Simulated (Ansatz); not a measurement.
in.yaml

```yaml
crystal:
  periodic: [false, false, false]
  atoms:
    - {symbol: Ge, position_ang: [0.000000, 0.013397, 0.343250]}
    - {symbol: O, position_ang: [0.000000, -0.107250, -1.438746]}
    - {symbol: H, position_ang: [0.000000, 0.736912, -1.899543]}
basis:
  gaussian: {orbitals: cc-pVDZ}
magnetization: {spin_polarized: true, initial_magnetization: 1}
correlation: {method: ccsdt_q, electrons: outside_noble_gas}
```

```sh
$ ansatz run in.yaml --threads 1 --pin off --events-out ev --progress --plain --max-ram 2816MiB --backend cpu
```

Output:

```
861 factors; integrals over basis functions are off by at most 1.7e-7 eV
mean field evaluation 1: about -58523.1789 eV, gradient 2.4e1 eV
mean field evaluation 2: about -58523.2035 eV, gradient 2.4e1 eV
mean field evaluation 4: about -58525.4873 eV, gradient 1.6e0 eV
mean field evaluation 8: about -58525.5249 eV, gradient 2.6e-1 eV
mean field evaluation 16: about -58523.1801 eV, gradient 2.4e1 eV
mean field evaluation 32: about -58525.1954 eV, gradient 1.7e-6 eV
mean field evaluation 64: about -58525.1954 eV, gradient 6.4e-4 eV
mean field evaluation 96: about -58521.1438 eV, gradient 2.7e-3 eV
mean field evaluation 128: about -58521.4970 eV, gradient 1.4e-1 eV
mean field evaluation 160: about -58515.9796 eV, gradient 2.7e1 eV
mean field evaluation 192: about -58519.8613 eV, gradient 1.2e-2 eV
mean field -58525.52673243 eV, -2150.7734373901 hartree, gradient 3.6e-6 eV, S^2 0.764048; 6 other end points of the search recorded, 0 dependent functions left out
determinant -58525.52673243 eV, -2150.7734373901 hartree, with singles and doubles -58532.79936673 eV, -2151.0407017710 hartree
determinant -58525.19542999 eV, -2150.7612622500 hartree, with singles and doubles -58532.40622165 eV, -2151.0262539559 hartree
determinant -58525.52673243 eV, -2150.7734373901 hartree, with singles and doubles -58532.79955797 eV, -2151.0407087989 hartree
determinant -58525.19542999 eV, -2150.7612622500 hartree, with singles and doubles -58532.40647495 eV, -2151.0262632642 hartree
15 core orbitals not correlated: weight in the atoms' cores, before any rotation towards them, 0.994 or more for the frozen orbitals, at most 0.008 for the correlated occupied ones
reference -58525.52673243 eV, -2150.7734373901 hartree; 6, 5 occupied and 25, 26 virtual orbitals, 861 factors
second order -6.83099482 eV of doubles, -0.00000000 eV of singles
cycle   1  -6.94326052 eV  change   -1.1e-1 eV  update   1.0e-1
cycle   2  -7.25132494 eV  change   -3.1e-1 eV  update   5.5e-2
cycle   3  -7.48589433 eV  change   -2.3e-1 eV  update   3.0e-2
cycle   4  -7.48667178 eV  change   -7.8e-4 eV  update   1.1e-2
cycle   5  -7.47548912 eV  change    1.1e-2 eV  update   6.2e-3
cycle   6  -7.47883411 eV  change   -3.3e-3 eV  update   2.9e-3
cycle   7  -7.48062782 eV  change   -1.8e-3 eV  update   1.2e-3
cycle   8  -7.48034049 eV  change    2.9e-4 eV  update   6.1e-4
cycle   9  -7.48020008 eV  change    1.4e-4 eV  update   3.2e-4
cycle  10  -7.48046253 eV  change   -2.6e-4 eV  update   1.8e-4
cycle  11  -7.48027508 eV  change    1.9e-4 eV  update   1.0e-4
cycle  12  -7.48031629 eV  change   -4.1e-5 eV  update   5.1e-5
cycle  13  -7.48033732 eV  change   -2.1e-5 eV  update   2.3e-5
cycle  14  -7.48034577 eV  change   -8.5e-6 eV  update   1.0e-5
cycle  15  -7.48035032 eV  change   -4.5e-6 eV  update   5.3e-6
cycle  16  -7.48035382 eV  change   -3.5e-6 eV  update   2.5e-6
cycle  17  -7.48035294 eV  change    8.8e-7 eV  update   1.5e-6
cycle  18  -7.48035291 eV  change    3.3e-8 eV  update   7.4e-7
perturbative correction -0.02530132 eV, -0.0009298065 hartree
Total energy: -58533.03238666 eV, -2151.0492650956 hartree
```

For the same geometry and basis UCCSDTQ lies 3.9 meV higher.

Ran on 1 thread of AMD EPYC 7R13, shared host: 14 s wall, 0.31 GiB peak host memory.
